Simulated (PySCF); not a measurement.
SMILES [CH]=O (CHO (cation, charge +1)) (B3LYP/def2-SVP optimised geometry):

```
3

C     -0.002     0.000     0.000
O     -1.109     0.000     0.000
H      1.109     0.000     0.000
```

Calculation: B3LYP/def2-TZVP run with PySCF 2.14.0.

### Question
What are the frontier orbital energies?

### Answer
HOMO-2 -23.80 eV, HOMO-1 -22.49 eV, HOMO -22.49 eV, LUMO -10.47 eV, LUMO+1 -10.47 eV.

On the same geometry PBE/def2-TZVP (PySCF) gives HOMO-2 -22.01 eV, HOMO-1 -21.16 eV, HOMO -21.16 eV, LUMO -11.46 eV, LUMO+1 -11.46 eV.

Meta-Löwdin charges at B3LYP/def2-TZVP: C1 0.58, O2 0.10, H3 0.32.
